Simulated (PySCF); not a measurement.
Structure problem from calculated spectra and properties.

Formula: C2H4ClF.

| Item | Value |
| --- | --- |
| 1H NMR | chemical shifts (computed TMS as zero) by class: 4.31 (2 H), 3.43 (2 H) ppm [GIAO PBE0/pcSseg-1] |
| UV, first state | lowest singlet excitation: 7.51 eV (165 nm, f = 0.003) [TDDFT wB97X-D/def2-SVPD] |
| 13C NMR | chemical shifts (computed TMS as zero) by class: 82.8 (1 C), 44.7 (1 C) ppm [GIAO PBE0/pcSseg-1] |
| Dipole | 0.12 D [wB97X-D/def2-SVPD] |
| UV, strongest line | among the 10 lowest singlet transitions: S10 at 9.86 eV (126 nm, f = 0.057) [TDDFT wB97X-D/def2-SVPD] |
| XPS | Cl2p3/2 206.5, C1s 292.8, C1s 293.7, F1s 693.0, Cl1s 2829.1 eV [ΔSCF SCAN, pcX-2 on the ionised atom, pcseg-1 elsewhere, spin-free X2C, 2p3/2 from a spin–orbit splitting computed afterwards within the 2p shell] |
| NMR, other nuclei | isotropic shieldings of nuclei other than C and H, by class: 410 (1 F), 911 (1 Cl) ppm [GIAO PBE0/pcSseg-1] |
| Rotational structure | rotational constants A, B, C: 30.260, 2.408, 2.296 GHz [PBE0-D3(BJ)/def2-SVP] |
| Polarisability | 41.1 au [wB97X-D/def2-SVPD] |

Electronic properties: PySCF, gas phase, density fitting. Levels stand in brackets. Isolated species at its PBE0-D3(BJ)/def2-SVP geometry (one conformer only). Each NMR value is the plain mean over a class of atoms that symmetry, rotation or inversion makes alike.

Question: Propose a structure and show how it fits.

Answer: Numbering: `[F:1][CH2:2][CH2:3][Cl:4]`. Its formula, C2H4ClF, gives 0 degrees of unsaturation, so no ring and no π bond. 2 carbons fall into 2 classes; from least to most shielded: sp3 C–F carbon [C2] (82.8 ppm), sp3 C–Cl carbon [C3] (44.7 ppm). Hydrogen classes from least to most shielded: 2 H on an sp3 C–F carbon, C2 (4.31 ppm), 2 H on an sp3 C–Cl carbon, C3 (3.43 ppm). The other shieldings belong to: 410 ppm, alkyl fluorine [F1]; 911 ppm, alkyl chlorine [Cl4]. The core levels belong to: Cl2p3/2 206.5 eV, alkyl chlorine [Cl4]; C1s 292.8 eV, sp3 C–Cl carbon [C3]; C1s 293.7 eV, sp3 C–F carbon [C2]; F1s 693.0 eV, alkyl fluorine [F1]; Cl1s 2829.1 eV, alkyl chlorine [Cl4]. The optimised geometry has point group Cs and is an asymmetric top. Structure: `FCCCl`. Computed isomers that give other values at the same levels: `C[C@@H](F)Cl` (core binding energies: Cl2p3/2 206.3, C1s 291.6, C1s 294.9, F1s 693.2, Cl1s 2828.8 eV). The assignments are read from this structure; whether some other isomer fits the data as well wasn't checked.

Conformer computed: `[F:1][CH2:2][CH2:3][Cl:4]`: F1–C2–C3–Cl4 -179°.
